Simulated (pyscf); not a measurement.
Optimised with ωB97X-D3(BJ)/def2-SVP in PySCF.

Q: What is the homolytic dissociation enthalpy (298 K, ωB97M-D3(BJ)/def2-TZVP) of the C–In bond of `[CH3][In]([CH3])[CH3]`, to CH₃• + [H₃C–In–CH₃]•?

A: C–In to CH₃• + [H₃C–In–CH₃]•: 63.0 kcal/mol. The 7 functionals that were run give +56.3 (r²SCAN) to +66.5 kcal/mol (ωB97X-D3(BJ)). The radicals are drawn with the spin at the cut bond; how far it spreads was not checked. Other isomers of [H₃C–In–CH₃]• were not searched in full and may lie lower. Elements past Kr carry the def2 core potentials, without spin-orbit coupling.
